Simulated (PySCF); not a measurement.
**How the method moves the HOMO and LUMO of `CC(C)C(=O)Cl`**

Compound: C₄H₇ClO.
Z-matrix (Å and degrees, PBE0-D3(BJ)/def2-SVP geometry), rows numbered from 1:
```
C 
C   1  1.5303
C   2  1.5213  1  112.59
C   2  1.5111  1  110.23  3  -123.47
O   4  1.1821  2  127.49  1   113.08
Cl  4  1.7996  2  112.37  1   -66.69
H   1  1.0995  2  109.63  3   -58.70
H   1  1.0983  2  111.47  3  -178.79
H   1  1.1010  2  110.73  3    60.34
H   2  1.1039  1  107.99  3   121.80
H   3  1.0992  2  111.56  1   178.58
H   3  1.0996  2  110.00  1    58.31
H   3  1.0999  2  110.81  1   -61.50
```

Basis pcSseg-1 throughout (PySCF), one geometry. Geometry: PBE0-D3(BJ)/def2-SVP, one conformer, isolated molecule.

Problem. How do the orbital energies, the gap and the dipole change with the method?

Solution. 
```csv
method,kind,HOMO (eV),LUMO (eV),gap (eV),μ (D),SCF cycles
B97-D,GGA,-6.98,-2.01,4.97,2.92,16
KT3,GGA,-7.09,-2.01,5.08,2.88,15
KT2,GGA,-7.12,-2.05,5.07,2.93,16
B3LYP,global hybrid,-8.21,-1.24,6.97,2.97,15
PBE0,global hybrid,-8.49,-1.00,7.49,3.03,14
mPW1PW91,global hybrid,-8.53,-1.03,7.50,3.05,14
```

The HOMO spans 1.55 eV, from B97-D down to mPW1PW91, and the gap runs from 4.97 eV (B97-D) to 7.50 eV (mPW1PW91). Over the methods B97-D (0 %), KT3 (0 %), KT2 (0 %), B3LYP (20 %), PBE0 (25 %), mPW1PW91 (25 %), a straight line through the gap against the share of exact exchange rises by 0.98 eV for each 10 % (correlation coefficient 1.000). The dipole ranges from 2.88 D (KT3) to 3.05 D (mPW1PW91). This basis has no diffuse functions.
